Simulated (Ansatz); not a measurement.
What does this script print? It uses the Ansatz DFT code, driven from Python.

`run_deck.py`:
```python
# -*- coding: utf-8 -*-
'''AlN(-) through the session interface.'''

import logging
import sys

import ansatz
import numpy as np

logging.basicConfig(stream=sys.stdout, format='%(name)s: %(message)s')
logger = logging.getLogger('ansatz_job')
logger.setLevel(logging.INFO)

DECK = '''
crystal:
  periodic: [false, false, false]
  atoms:
    - { symbol: Al, position_ang: [0.0, 0.0, 0.0] }
    - { symbol: 'N', position_ang: [0.0, 0.0, 1.95] }
magnetization:
  spin_polarized: true
  initial_magnetization: 1
total_charge: -1
basis:
  gaussian: { orbitals: cc-pVDZ }
hamiltonian:
  xc: pbe0
output:
  forces: true
'''

session = ansatz.Session.from_yaml(DECK)
report = session.plan(threads=1).execute().report

logger.info('reference energy %16.6f eV' % report['reference_energy_ev'])
logger.info('total energy     %16.6f eV' % report['free_energy_ev'])
print('occupied orbitals outside the frozen core (up, down):', report['n_occupied'], ' frozen:', report['n_frozen'], ' virtual:', report['n_virtual'])
symbols = ['Al', 'N']

forces = np.array(report['forces_ev_ang'])
print('largest force', round(float(np.linalg.norm(forces, axis=1).max()), 4), 'eV/A, rms', round(float(np.sqrt((forces ** 2).mean())), 4))
charges = report['charge_distribution']
dipole = np.array(charges['dipole_moment_e_ang']) * 4.803205
logger.info('dipole (D): {:.3f} {:.3f} {:.3f}, length {:.3f}'.format(*dipole, np.linalg.norm(dipole)))
logger.info('atom  Mulliken   Lowdin')
for symbol, m, l in zip(symbols, charges['mulliken_charges_e'], charges['lowdin_charges_e']):
    logger.info(f'{symbol:4s} {m:9.3f} {l:8.3f}')
```

```console
$ python run_deck.py
ansatz_job: reference energy     -8079.142215 eV
ansatz_job: total energy         -8079.142215 eV
occupied orbitals outside the frozen core (up, down): [11, 10]  frozen: 0  virtual: [21, 22]
largest force 2.2001 eV/A, rms 1.2702
ansatz_job: dipole (D): 0.000 0.000 -0.281, length 0.281
ansatz_job: atom  Mulliken   Lowdin
ansatz_job: Al      -0.430   -0.744
ansatz_job: N       -0.570   -0.256
```

What to keep in mind:
- Total energies depend on the basis set; only differences at equal settings carry meaning.
- The geometry is a force-field or estimated start, not a minimum of this method, and the basis set is short of its limit.
- The run takes the species as open-shell (spin multiplicity 2), which needn't be its ground state.
- The Löwdin charges here are taken after orthogonalising the functions within each atom; they differ from plain Löwdin charges, and their signs can be unphysical.
- The expectation value of S² is noticeably off S(S+1) in at least one run, so that state is spin-contaminated.
- An ion's dipole depends on the origin; the program takes it about the centre of nuclear charge.
- The spin state was assumed, and another may lie lower.
- Anions want diffuse functions, which this basis lacks.
- Finished in 4.8 s on 1 thread of Arm Neoverse V1, with other jobs on the host, peak memory 0.15 GiB.
